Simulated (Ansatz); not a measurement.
## HAl–CH, quartet in 6-31G: errors against full CI

Geometry: a PBE0/def2-TZVP stationary point for this spin, not checked as a minimum.

```xyz
4

Al    0.0000   -0.0744    0.6134
C     0.0000    0.0101   -1.3080
H     0.0000    1.3217    1.4205
H     0.0000    0.5490   -2.2537
```

Basis 6-31G; Ansatz 0.2.0. Only valence electrons are correlated (noble-gas cores frozen), which leaves 9 electrons in 20 orbitals. Prefix R: restricted or restricted open-shell reference; prefix U: unrestricted. Active spaces: valence = (9e, 10o) chosen from the atoms' valence shells; pair = (5e, 5o) about the gap.

Full CI is exact within this basis and frozen core; it isn't the basis-set limit. The frozen core follows each run's orbitals, which can shift R against U totals by a few meV.

For open shells CISD is restricted-active-space CI with the open shells as a complete middle space.

```
UHF ⟨S²⟩                          : 3.771
T1 diagnostic (RCCSD)             : 0.0252
largest doubles amplitude (RCCSD) : 0.037
T1 diagnostic (UCCSD)             : 0.0184
```

| level | E − E(RHF) (eV) |
| --- | --- |
| UHF | -0.1536 |
| RMP2 | -2.0944 |
| UMP2 | -2.1275 |
| RCCSD | -2.7484 |
| UCCSD | -2.7508 |
| RCCSD(T) | -2.7973 |
| UCCSD(T) | -2.7977 |

Estimate how far full CI in 6-31G lies from RCCSD(T). The table doesn't fix it; the size of (T) and the diagnostics are the guide.

Full CI in 6-31G lies 2.0 kJ/mol below RCCSD(T), which is 41 % of the (T) step (-4.7 kJ/mol). The diagnostics give no warning, yet the rest is a sizeable part of (T).

The other levels:

| level | E − E(full CI) (kJ/mol) | share of correlation (%) | wall time |
| --- | --- | --- | --- |
| CISD | 17.2 | 93.69 | 0.63 s |
| BCCD(T) | 2.0 | 99.26 | 0.63 s |
| RCCSDT | 0.4 | 99.87 | – |
| UCCSDT | 0.3 | 99.90 | – |
| RCCSDT(Q) | 0.0 | 99.98 | 2.8 s |
| UCCSDT(Q) | -0.1 | 100.02 | 2.5 s |
| RCCSDTQ | 0.0 | 100.00 | 16 s (H100) |
| UCCSDTQ | -0.1 | 100.03 | 18 s (H100) |
| CASSCF (pair space) | 222.7 | 18.08 | – |
| NEVPT2 (pair space) | 63.7 | 76.57 | 0.36 s |
| MRCISD (pair space) | 14.3 | 94.74 | – |
| MRCISD+Q (pair space) | 1.6 | 99.42 | 1 s |
| CASSCF (valence space) | 94.3 | 65.33 | – |
| NEVPT2 (valence space) | 26.3 | 90.34 | 2.6 s |
| MRCISD (valence space) | 4.4 | 98.39 | – |
| MRCISD+Q (valence space) | 2.4 | 99.13 | 11 s (H100) |

The correlation energy at full CI, counted from RHF, is -2.818 eV. That run took 15 s on 2 threads of AMD EPYC 7R13 with a shared H100 80 GB, shared host over 22,150,304 determinants.

Times hold each run's SCF and search for its determinant on a shared host, so for small cases they say little of a method's own cost; rows without a card ran on 1 thread of AMD EPYC 7R13.

The full-CI state has the irrep A'' of Cs, in the program's axes.

Natural occupations of full CI about the gap: 1.970 1.964 1.957 0.995 0.992 0.989 0.030 0.029 0.023 0.022; effectively unpaired electrons, Σ n²(2−n)², 3.03.
